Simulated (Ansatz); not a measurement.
Z-matrix (Å, degrees):
```
C
C 1 1.504
H 1 1.091 2 110.6
H 1 1.092 2 109.7 3 119.8
H 1 1.092 2 110.4 3 -120.4
F 2 1.390 1 109.7 3 61.8
C 2 1.515 1 113.6 3 -179.7
H 2 1.096 1 110.8 3 -56.4
F 7 1.380 2 109.2 1 64.7
H 7 1.093 2 110.3 1 -176.0
H 7 1.094 2 110.5 1 -54.7
```

The species carries charge 0 and has multiplicity 1.

**Question.** List the B3LYP/def2-TZVPP orbital energies in eV (the Gaussian-basis code of Ansatz). (An estimate is asked.)

**Answer.** The calculation gave: Occupied: -671.53, -671.40, -279.21, -279.06, -276.91, -32.94, -32.73, -21.78, -19.39, -16.85, -14.62, -14.14, -13.90, -13.05, -12.50, -11.27, -11.16, -10.87, -9.98, -9.33, -9.10. Lowest empty: 1.07, 1.30, 1.85, 2.01, 2.78, 2.91, 3.28, 3.88.

B3LYP here is the variant with VWN-RPA as its local correlation; programs differ in this.
